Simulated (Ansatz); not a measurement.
Relaxing NaW

The calculation used Ansatz, DFT PBE, scalar-relativistic, plane waves, PAW. Cutoff 420 eV, Γ-centred k mesh, Gaussian smearing, no spin polarisation in the final step.

A relaxed cell is given with its space group left out.

```yaml
crystal:
  lattice:
    - [1.48019, -2.24300, 0.00000]
    - [1.48019, 2.24300, 0.00000]
    - [0.00000, 0.00000, 5.67650]
  atoms:
    - { symbol: Na, position: [0.00000, 0.00000, 0.50000] }
    - { symbol: W, position: [0.50000, 0.50000, 0.00000] }
```

Energies over the elements count from the elements' standard structures at the same level, with no empirical corrections.

Question: What space group does it have?

Answer: Cmmm (No. 65). Conventional cell: a = 2.960 Å, b = 4.486 Å, c = 5.676 Å. Around Na lie 4 Na at 2.69 Å, 2 Na at 2.96 Å and 4 W at 3.20 Å; W is coordinated by 4 W at 2.69 Å, 2 W at 2.96 Å and 4 Na at 3.20 Å.

Question: What is its formation energy per atom?

Answer: 0.97 eV/atom.

Question: Is it a metal?

Answer: Yes, bands cross the Fermi level on the 22×22×10 mesh.

The final run used a 22×22×10 mesh on its 2-atom cell and 0.10 eV smearing. The k mesh leaves about 4 meV/atom of noise in metals. Spin–orbit coupling is left out. The cell came from a trial start, so NaW may not exist in this structure.

Cost: 2 runs of about 2.8 core-minutes in all, on Intel Xeon 6975P-C (Granite Rapids) (shared hosts).